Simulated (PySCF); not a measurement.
Isomers of C2H6S. Isolated molecules, 0 K electronic values unless said otherwise. One relaxed conformer stands for each flexible species; it need not be the lowest. Strings in code marks are SMILES.

Quantity: electronic energy of isomers of C2H6S relative to `CCS` (C–C–S–H torsion 62°), in kJ/mol.

Level 1: PBE-D3(BJ)/def2-TZVP // PBE0-D3(BJ)/def2-TZVP (PySCF)
Level 2: PBE/6-31G* // PBE0-D3(BJ)/def2-TZVP (PySCF)
Level 3: frozen-core MP2/6-31G* // PBE0-D3(BJ)/def2-TZVP (PySCF)
Level 4: HF/6-31G* // PBE0-D3(BJ)/def2-TZVP (PySCF)

```csv
species,level 1,level 2,level 3,level 4
`CSC`,3.97,-0.23,-1.73,2.45
```
